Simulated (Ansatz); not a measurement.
Species: CH3, SMILES `[CH3]` (charge 0, multiplicity 2).

Task: Give a relaxed geometry from PBE0-D3(BJ)/def2-TZVP in Ansatz (a first-principles code).

Result: the end point of this relaxation (outside a Z-matrix the atoms follow the SMILES, hydrogens last).
Cartesian coordinates (Å) in one orientation:
```xyz
4

C      0.000     0.000     0.001
H      1.065    -0.184    -0.003
H     -0.691    -0.830     0.001
H     -0.373     1.014     0.001
```
